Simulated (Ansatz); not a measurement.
**hcp against fcc along the alkaline-earth metals**

The calculation used Ansatz 0.2.0, DFT, r2SCAN, plane waves (500 eV) with PAW, scalar-relativistic. The PAW files were generated under PBE, with cores re-solved for the functional.

Each structure is relaxed within its symmetry, in the lowest magnetic state of the tried starts. Differences under about 8 meV lie within the error of the k-point mesh.

| element | E(hcp) − E(fcc) (meV/atom) | V(hcp) (Å³/atom) | V(fcc) (Å³/atom) | state of hcp | state of fcc |
| --- | --- | --- | --- | --- | --- |
| Be | ? | ? | ? | ? | ? |
| Mg | -17 | 22.57 | 22.71 | spin not included | spin not included |
| Ca | 8 | 43.44 | 43.13 | spin not included | spin not included |
| Sr | 6 | 57.21 | 56.86 | spin not included | spin not included |
| Ba | -2 | 66.35 | 66.97 | spin not included | spin not included |

Problem. Fill in the row of Be.

Solution. E(hcp) − E(fcc) (meV/atom): -86; V(hcp) (Å³/atom): 7.91; V(fcc) (Å³/atom): 7.88; state of hcp: spin not included; state of fcc: spin not included.
